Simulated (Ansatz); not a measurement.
# Scan of [SiH3···H···H], doublet

Starting geometry:

```xyz
6

Si   -0.0870    0.0000    0.0000
H    -0.5819    1.3997    0.0000
H    -0.5819   -0.6999    1.2122
H    -0.5819   -0.6999   -1.2122
H     1.3976    0.0000    0.0000
H     2.7730    0.0000    0.0000
```

From there H5 is moved from one fragment to the other while all else, the fragments' distance too, stays fixed, so the hump isn't the reaction's barrier; atoms are numbered as listed. Energies are in kcal/mol, counted from the starting geometry at the same level. Kohn–Sham curves are unrestricted where that lies lower.

Basis 6-31G; Ansatz 0.2.0. Correlated methods freeze the noble-gas cores.

In so small a basis the reference is far from its limit while semilocal and hybrid functionals are nearer theirs (RPA and double hybrids share much of the reference's basis error), so the functionals' errors here hold much of the reference's basis and frozen-core error, which can add to them or hide them.

Full CI is exact within this basis and frozen core; it isn't the basis-set limit.

```tsv
distance Si1-H5 (Å)	full CI	PBE	r2SCAN	PBE0	B3LYP	CAM-B3LYP	wB97X-V	wB97M-V	B2PLYP	RPA-PBE
1.381	3.7	5.1	4.8	4.4	4.5	4.1	4.0	3.9	3.9	3.8
1.485	0.0	0.0	0.0	0.0	0.0	0.0	0.0	0.0	0.0	0.0
1.575	-0.2	-1.7	-1.3	-1.1	-1.2	-0.8	-0.6	-0.7	-0.5	-0.5
1.665	0.3	-2.6	-1.7	-1.3	-1.7	-0.9	-0.5	-0.7	-0.3	-0.4
1.755	-0.1	-4.0	-2.5	-2.2	-2.8	-1.6	-1.1	-1.5	-0.8	-1.3
1.845	-2.6	-6.4	-4.6	-4.5	-5.3	-4.0	-3.5	-4.1	-3.1	-4.1
1.935	-7.1	-9.8	-8.0	-8.1	-9.1	-7.8	-7.6	-8.2	-7.2	-8.7
2.025	-12.0	-12.9	-11.4	-11.8	-12.9	-11.8	-11.8	-12.4	-11.7	-13.6
2.115	-14.6	-13.6	-12.7	-13.2	-14.5	-13.5	-13.7	-14.3	-14.0	-16.2
```

Problem. Judged by the spread of the error over the points with a reference (largest less smallest), which of these follows full CI best and which worst?

Solution. Subtracting the full CI column from each: best B2PLYP (errors from -0.7 to 0.7, spread 1.3 kcal/mol), worst PBE (from -3.9 to 1.4, spread 5.3 kcal/mol). Functionals and wave-function methods converge differently with the basis, so part of this is basis effect.
